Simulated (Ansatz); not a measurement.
Input file:

```yaml
crystal:
  periodic: [false, false, false]
  atoms:
    - {symbol: W, position_ang: [0.000000, 0.000000, 0.000000]}
    - {symbol: Ge, position_ang: [0.000000, 0.000000, 2.331010]}
basis:
  gaussian: {orbitals: def2-SVP}
magnetization: {spin_polarized: true, initial_magnetization: 0}
hamiltonian: {xc: hf}
output: {forces: true, orbitals: {seedname: orbitals}}
```

```sh
$ ansatz run in.yaml --threads 1 --pin off --events-out ev --progress --plain --max-ram 2393MiB
```

Log:

```
630 factors; integrals over basis functions are off by at most 5.2e-4 eV
mean field evaluation 1: about -58264.7466 eV, gradient 1.7e1 eV
mean field evaluation 2: about -58264.8065 eV, gradient 1.7e1 eV
mean field evaluation 4: about -58266.6682 eV, gradient 1.4e0 eV
mean field evaluation 8: about -58266.7660 eV, gradient 3.9e-1 eV
mean field evaluation 16: about -58266.7823 eV, gradient 1.7e-2 eV
mean field evaluation 32: about -58266.7823 eV, gradient 8.7e-5 eV
mean field evaluation 64: about -58267.7577 eV, gradient 1.8e0 eV
mean field evaluation 96: about -58268.7521 eV, gradient 2.3e-1 eV
mean field evaluation 128: about -58247.6808 eV, gradient 4.7e2 eV
mean field evaluation 160: about -58267.7486 eV, gradient 1.3e-1 eV
...
mean field evaluation 640: about -58268.2890 eV, gradient 7.9e-1 eV
mean field evaluation 672: about -58269.1511 eV, gradient 2.0e-1 eV
mean field evaluation 704: about -58267.5658 eV, gradient 5.4e-1 eV
mean field evaluation 736: about -58267.8032 eV, gradient 7.4e-1 eV
mean field evaluation 768: about -58265.6711 eV, gradient 1.7e1 eV
mean field evaluation 800: about -58266.6103 eV, gradient 6.2e0 eV
mean field evaluation 832: about -58266.7823 eV, gradient 3.4e-4 eV
mean field evaluation 864: about -58263.2207 eV, gradient 1.8e1 eV
mean field evaluation 896: about -58268.8983 eV, gradient 1.7e0 eV
mean field evaluation 928: about -58266.3962 eV, gradient 2.9e0 eV
mean field -58269.25034590 eV, -2141.3554538954 hartree, gradient 8.2e-6 eV, S^2 3.348501; 18 other end points of the search recorded, 0 dependent functions left out
the calculation of the forces begins
reference -58269.25034590 eV, -2141.3554538954 hartree; 23, 23 occupied and 41, 41 virtual orbitals, 630 factors
Total energy: -58269.25034590 eV, -2141.3554538954 hartree
Atom 0 at     0.000000     0.000000     0.000000 Å, force     0.000000    -0.000000    -2.366288 eV/Å
Atom 1 at     0.000000     0.000000     2.331010 Å, force    -0.000000     0.000000     2.366288 eV/Å
Dipole moment:     0.000000    -0.000000    -0.701889 e Å
```

Forces (eV/Å):
```
W    0.000  0.000 -2.366
Ge   0.000  0.000  2.366
```

Ran on 1 thread of Arm Neoverse V1, shared host: 18 s wall, 0.19 GiB peak host memory.
